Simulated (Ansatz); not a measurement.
Input for Ansatz (a first-principles code): R-r2SCAN/def2-TZVPPD on C2H2 (SMILES C#C) with ghost functions. Files ending in .json are basis or fitting sets from the Basis Set Exchange.

Ansatz 0.2 input:
```yaml
crystal:
  periodic: [false, false, false]
  atoms:
    - {symbol: C, position_ang: [-0.59956466, -0.06930938, -2.04995655]}
    - {symbol: H, position_ang: [-1.66156966, -0.06926638, -2.05587755]}
    - {symbol: C, position_ang: [0.61227434, -0.06940338, -2.04672755]}
    - {symbol: H, position_ang: [1.67430034, -0.06953238, -2.04692355]}
basis:
  gaussian:
    orbitals: def2-TZVPPD.json
    ghost_atoms:
      - {symbol: C, position_ang: [-0.00439266, 0.05022862, 1.44293845]}
      - {symbol: H, position_ang: [-0.00099766, 0.01649362, 0.37964145]}
      - {symbol: C, position_ang: [-0.00832866, 0.08851862, 2.65440445]}
      - {symbol: H, position_ang: [-0.01159466, 0.12189462, 3.71531545]}
hamiltonian:
  xc: {name: r2SCAN}
scf: {lower_state_search: off}
```

The head of its log:

```
WARN ansatz: RAYON_NUM_THREADS=2 ignored (pool sized by the plan → 2); use --threads N
Functional definition: r2SCAN
these checks for a lower state are left out or cut short: stability, starts, cluster_reference, orbital_swaps, neighbouring_geometries, increment
integrals: 0.08 GiB planned
882 factors; their error is unknown
mean field: 0.81 GiB planned
mean field evaluation 1: about -2098.8239 eV, gradient 4.5e1 eV
mean field evaluation 2: about -2097.4050 eV, gradient 4.9e1 eV
```

Predict the final total energy.

-77.3070 hartree.
